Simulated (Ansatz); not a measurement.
Molecule: Si$_{2}$H$_{5}$, charge 0, multiplicity 2. It need not be the lowest isomer of its formula. 
Structure (B3LYP-D3(BJ)/def2-TZVP (Ansatz, an electronic-structure program) minimum search):
```
Si
H 1 1.4822
H 1 1.4822 2 109.07
H 1 1.4858 2 108.50 3 118.04
Si 1 2.3328 2 109.08 4 122.96
H 5 1.4856 1 114.08 2 -57.42
H 5 1.4856 6 109.54 1 129.22
```
Charge 0, spin multiplicity 2.

Basis-set convergence of Hartree-Fock and MP2 correlation energies (hartree) with Ansatz. Valence correlation only, unless marked. UHF or UKS for open shells. No spin-orbit coupling. No relativistic terms.

| basis | functions | E(HF) | E(corr, MP2) |
|---|---|---|---|
| cc-pV(D+d)Z | 71 | -580.73570 | -0.19215 |
| cc-pV(T+d)Z | 148 | [?] | [?] |

Q: Fill in the missing entries.

A: 
- cc-pV(T+d)Z, E(HF): -580.75936
- cc-pV(T+d)Z, E(corr, MP2): -0.23779
